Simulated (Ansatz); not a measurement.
**H₂O (triplet): the correlation ladder at distance H1–H2 along a hydrogen transfer = 0.778 Å, cc-pVTZ**

Aim: climb from Hartree-Fock through coupled cluster and multireference methods for H₂O (triplet) at one geometry and basis, and see what each rung misses.

The runs use Ansatz 0.2.0, Gaussian basis; cc-pVTZ, core rule «outside noble gas», up to 1 orbitals frozen.

The runs, in order: UHF; CCSD(T) on ROHF; CCSD(T) on UHF; BCCD(T) on ROHF; CISD; CCSDT(Q) on ROHF; CCSDT(Q) on UHF; CASSCF and NEVPT2, 4 electrons in 4 orbitals; CASSCF and MRCISD+Q, 8 electrons in 6 orbitals; CASSCF and NEVPT2, 8 electrons in 6 orbitals.

5 further runs of the same task are left out: 4 that didn't finish, 1 set aside as unsound or not needed.

### Step 1. What is computed

The geometry derives from fragments relaxed apart (PBE0/def2-TZVP) and kept rigid, so it is no stationary point. A hydrogen atom is moved between rigid fragments.

3 atoms, charge 0, spin multiplicity 3.

Atoms are counted from 1 here; the program's logs count them from 0.

Bond lengths: H1–H2 0.778 Å, H2–O3 1.188 Å. Angles: H1–H2–O3 180.0°.

### Step 2. UHF

File in.yaml:

```yaml
crystal:
  periodic: [false, false, false]
  atoms:
    - {symbol: H, position_ang: [0.000000, 0.000000, -0.914667]}
    - {symbol: H, position_ang: [0.000000, 0.000000, -0.136667]}
    - {symbol: O, position_ang: [0.000000, 0.000000, 1.051333]}
basis:
  gaussian: {orbitals: cc-pVTZ}
magnetization: {spin_polarized: true, initial_magnetization: 2}
hamiltonian: {xc: hf}
output: {orbitals: {seedname: orbitals}}
```

Run with:

```console
> ansatz run in.yaml --threads 1 --pin off --events-out ev --progress --plain --max-ram 2393MiB
```

The runs that follow: CCSD(T) on ROHF; CCSD(T) on UHF; BCCD(T) on ROHF; CISD; CCSDT(Q) on ROHF; CCSDT(Q) on UHF; CASSCF and NEVPT2, 4 electrons in 4 orbitals; CASSCF and MRCISD+Q, 8 electrons in 6 orbitals; CASSCF and NEVPT2, 8 electrons in 6 orbitals.

**Question.** What will the summary of the whole plan be? Wanted: UCCSDT(Q) below the RHF energy; RMP2 from UCCSDT(Q); UMP2 from UCCSDT(Q); RCCSD from UCCSDT(Q); RCCSD(T) from UCCSDT(Q); UCCSD(T) from UCCSDT(Q); RCCSDT(Q) from UCCSDT(Q); NEVPT2 pair from UCCSDT(Q); NEVPT2 valence from UCCSDT(Q).

**Answer**, as computed:

| quantity | value |
| --- | --- |
| UCCSDT(Q) below the RHF energy | -6.5990 eV |
| RMP2 from UCCSDT(Q) | +806.6 meV |
| UMP2 from UCCSDT(Q) | +805.9 meV |
| RCCSD from UCCSDT(Q) | +171.2 meV |
| RCCSD(T) from UCCSDT(Q) | +20.8 meV |
| UCCSD(T) from UCCSDT(Q) | +18.9 meV |
| RCCSDT(Q) from UCCSDT(Q) | +2.1 meV |
| NEVPT2 pair from UCCSDT(Q) | +667.7 meV |
| NEVPT2 valence from UCCSDT(Q) | +962.9 meV |
| MRCISD+Q valence from UCCSDT(Q) | +67.5 meV |
| levels within 1 kcal/mol (43 meV) | RCCSD(T), UCCSD(T), BCCD(T), RCCSDT, UCCSDT, RCCSDT(Q) |
| T1 diagnostic | 0.039 |
| effectively unpaired electrons | 2.01 |

**Reading.** RCCSD(T) misses by +20.8 meV, 0.3 % of the correlation energy. One determinant dominates. Of the multireference levels listed MRCISD+Q valence comes nearest in total energy (+67.5 meV), which doesn't show that its space is the better one. These misses are within one basis, not against nature; the frozen cores of restricted and unrestricted runs differ, which can shift their rows.
